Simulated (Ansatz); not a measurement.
Ideal-gas functions of CH3Mg, SMILES `[CH3][Mg]` radical at 400 K and 1 bar, from an Ansatz frequency run at PBE0-D4/def2-TZVP.

Molar mass 39.34 g/mol, point group C3v (symmetry number 3), electronic degeneracy 2, moments of inertia 3.177, 46.611, 46.611 u Å². Harmonic wavenumbers (cm⁻¹, unscaled): 498, 504, 504, 1085, 1431, 1431, 3025, 3120, 3120.

Use S(trans) = R[1.5 ln M + 2.5 ln T − 1.1517]; rotational temperatures θ = 24.2544 K / I; S(rot) = R[ln(√π/σ · √(T³/θAθBθC)) + 1.5]; for each mode x = 1.438777 ν̃/T, S = R[x/(eˣ − 1) − ln(1 − e⁻ˣ)] and H = RT x/(eˣ − 1); 1 cm⁻¹ = 0.0119627 kJ/mol; R = 8.31446 J/(mol·K).

Q: By hand: the entropy, in J/(mol·K).

A: Translation 160.8. Rotation: θ = 7.6344, 0.5204, 0.5204 K, giving 79.8. Vibration, mode by mode: 4.50, 4.42, 4.42, 0.84, 0.30, 0.30, 0.00, 0.00, 0.00, in all 14.8. Electronic 5.8. Sum 261.2 J/(mol·K).

Q: By hand: H − E and G − E in kJ/mol, counted from the electronic energy.

A: Zero-point energy ½ × 14718 × 0.0119627 = 88.0; thermal vibration 4.0; translation, rotation and pV give 4 RT = 13.3. H − E = 105.3 kJ/mol, and G − E = 105.3 − 400 × 261.2/1000 = 0.8 kJ/mol.

Vibration gives 6 % of the entropy.
